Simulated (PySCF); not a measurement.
CH₆BN.
Geometry (PBE0-D3(BJ)/def2-SVP, Å), atoms numbered from 1 in this order:
```xyz
9
CH6BN angstrom
B      1.303   -0.122   -0.398
N      0.239   -0.209    0.487
C     -1.123    0.204    0.260
H      1.117    0.350   -1.498
H      2.390   -0.520   -0.045
H      0.401   -0.606    1.407
H     -1.443    0.979    0.977
H     -1.213    0.619   -0.752
H     -1.829   -0.641    0.346
```

The calculation used MP2 and CCSD/aug-cc-pVDZ in PySCF, restricted Hartree–Fock reference, frozen core, non-relativistic, gas phase, PBE0-D3(BJ)/def2-SVP geometry.

E(HF) = -120.53214 Eh.

(1) How large is the problem?

(2) What are the MP2 and CCSD correlation energies?

(3) What is the T1 diagnostic?

(4) How does correlation change the dipole moment?

## Answers

(1) 123 basis functions and 24 electrons; 3 orbitals frozen, which leaves o = 9 correlated occupied and v = 111 virtual orbitals. That is o·v = 999 singles and o·v(o·v + 1)/2 = 499500 distinct closed-shell doubles amplitudes before symmetry; the costliest CCSD step grows as o²v⁴ = 1.2 × 10^10.

(2) MP2 -0.4239 Eh and CCSD -0.4648 Eh, which gives totals of -120.95606 and -120.99697 Eh. That is 0.703 eV for each correlated electron at CCSD (1220 kJ/mol in all, 0.384 % of the total energy); MP2 gives 91.2 % of the CCSD value.

(3) 0.0131, below the customary warning level of 0.02. It is the norm of the spatial-orbital singles amplitudes over the root of the number of correlated electrons, so the norm is 0.056.

(4) HF gives 1.75 D and CCSD (unrelaxed density) 2.07 D, a change of +0.32 D.

No triples correction and no basis-set extrapolation were made.

The job also held the EOM ionisation and excitation roots. On an Arm Neoverse V2 with one thread, no GPU, shared host, this took 8.1 min of wall time.
